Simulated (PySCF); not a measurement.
**How methods differ on the ionisation energy of S**

S [Ne] 3s2 3p4 (3P) → S⁺ [Ne] 3s2 3p3 (4S), as a difference of total energies. All numbers are calculated (PySCF 2.14, the spin-free X2C one-electron Hamiltonian (Gaussian nucleus), in Sapporo-DZP-2012). Correlated levels: valence: [Ne] frozen. The calculations carry no spin-orbit coupling.

```
           method  ionisation energy (eV)
              UHF                   9.159
            B3LYP                  10.488
              PBE                  10.361
    MP2 (valence)                   9.648
SCS-MP2 (valence)                   9.667
   CCSD (valence)                   9.668
CCSD(T) (valence)                   9.682
```

Problem. How much does correlation contribute at CCSD(T) (valence)?

Solution. 9.682 − (9.159) = 0.523 eV, measured against UHF.

Errors of the correlated levels include the incompleteness of this basis and the frozen core.

For comparison: 10.336 eV (measured; NIST levels, between the centres of gravity of the two terms).
